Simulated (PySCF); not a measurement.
SiO₂, singlet: data card

All numbers come from PBE0/[Si def2-TZVP, O def2-TZVP], no relativity, density fitting, PySCF.

The structure is a minimum.

```
Point group                                                                   : D∞h
Bond lengths                                                                  : Si–O 1.506 Å (×2)
Bond angles                                                                   : O–Si–O 180.0°
Atomisation energy without zero-point energy                                  : 1189 kJ/mol
Zero-point energy                                                             : 18.5 kJ/mol
Lowest empty level                                                            : -3.46 eV
Principal polarisabilities                                                    : 21.7, 21.7, 36.1 bohr³
Rotational constants                                                          : 0.2323 cm⁻¹
Dipole moment                                                                 : 0.00 D
Heat capacity Cp at 298.15 K                                                  : 45.0 J/(mol K)
Entropy at 298.15 K and 1 bar                                                 : 231.3 J/(mol K)
Highest occupied level                                                        : -9.95 eV
Rotational symmetry number                                                    : 2
Principal quadrupole moments (Buckingham, traceless) about the centre of mass : -12.02, 6.01, 6.01 D Å
Enthalpy at 298.15 K above 0 K                                                : 10.99 kJ/mol
```

Harmonic modes (masses in u: Si 27.977, O 15.995):
```tsv
symmetry	ω (cm⁻¹)	IR (km/mol, summed over degenerate members)	type
πu	299	166	bend
σg+	1015	0.0	stretch
σu+	1471	95.1	stretch
```

In D∞h the vibrations span πu + σg+ + σu+. The σg+ mode carries no infrared intensity, as symmetry demands. With a centre of inversion only u modes can be infrared active and only g modes Raman active.

Charges (e):
```
atom  Mulliken  Löwdin  polar tensor  Mayer order to Si1
 Si1      0.85    0.31          1.15                   –
O2,3     -0.43   -0.16         -0.58                2.17
```

Mulliken populations on Si1: s 4.93, p 7.56, d 0.57, f 0.09.

Outer orbital energies (eV). occupied: -27.89, -27.20, -13.25, -11.28, -11.00, -11.00, -9.95, -9.95; empty: -3.46, -0.64, -0.64, 3.14.

Counting electrons, silicon keeps none of its valence electrons outside its bonds, so the VSEPR class is AX2 and the expected shape is linear (D∞h), as computed.

The final relaxation and frequency run took 10 s on 2 threads of a shared INTEL XEON PLATINUM 8581C @ 2.10GHz (Emerald Rapids) host, with 99 basis functions and 6 gradients; the process peaked at 0.89 GiB. Launch command: `OMP_NUM_THREADS=2 python axn.py task.json out`.
